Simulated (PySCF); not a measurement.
Isomers of C4H4FN and their computed core-level spectra.

Theory: PySCF, delta-SCF UKS SCAN, pcX-2 on the ionised atom, pcseg-1 elsewhere, spin-free X2C. Geometries: PBE0-D3(BJ)/def2-SVP; isolated species, one conformer each.

Line lists (1s up to Mg, 2p3/2 beyond; areas count atoms within a level, one atom standing for each set equivalent by bonding):
1. C 1s: 291.89 (area 1), 292.00 (area 1), 292.38 (area 1), 293.95 (area 1) eV; N 1s: 404.89 eV; F 1s: 693.91 eV
2. C 1s: 290.80 (area 1), 292.22 (area 1), 292.45 (area 1), 292.63 (area 1) eV; N 1s: 405.44 eV; F 1s: 693.08 eV
3. C 1s: 290.15 (area 1), 290.17 (area 1), 290.94 (area 1), 293.19 (area 1) eV; N 1s: 406.66 eV; F 1s: 693.53 eV
4. C 1s: 291.55 (area 1), 291.68 (area 1), 292.62 (area 1), 294.19 (area 1) eV; N 1s: 405.34 eV; F 1s: 693.79 eV

Structures:
A. `C(/C)(F)=C/C#N`
B. `C(/C(=C/C)F)#N`
C. `F/C=C/[C@H]1C=N1`
D. `Fc1ccc[nH]1`

Match each list to its structure.

- 1 = A: another candidate has the same counts of sites, so positions decide. C 1s: 291.89 alkene CH carbon, 292.00 allylic carbon, 292.38 nitrile carbon, 293.95 vinylic C–F carbon; N 1s: 404.89 nitrile nitrogen; F 1s: 693.91 vinyl fluorine.
- 2 = C: another candidate has the same counts of sites, so positions decide. C 1s: 290.80 alkene CH carbon, 292.22 sp3 carbon bound to nitrogen, 292.45 C=N carbon, 292.63 vinylic C–F carbon; N 1s: 405.44 C=N nitrogen; F 1s: 693.08 vinyl fluorine.
- 3 = D: another candidate has the same counts of sites, so positions decide. C 1s: 290.15 aromatic CH carbon, 290.17 aromatic CH carbon, 290.94 aromatic CH next to a ring nitrogen, 293.19 aromatic C–F carbon; N 1s: 406.66 pyrrole-type nitrogen; F 1s: 693.53 aryl fluorine.
- 4 = B: another candidate has the same counts of sites, so positions decide. C 1s: 291.55 alkene CH carbon, 291.68 allylic carbon, 292.62 nitrile carbon, 294.19 vinylic C–F carbon; N 1s: 405.34 nitrile nitrogen; F 1s: 693.79 vinyl fluorine.

2 of these hole states are spin-contaminated (⟨S²⟩ up to 0.88, against 0.75; counted from 0.85) and less certain.
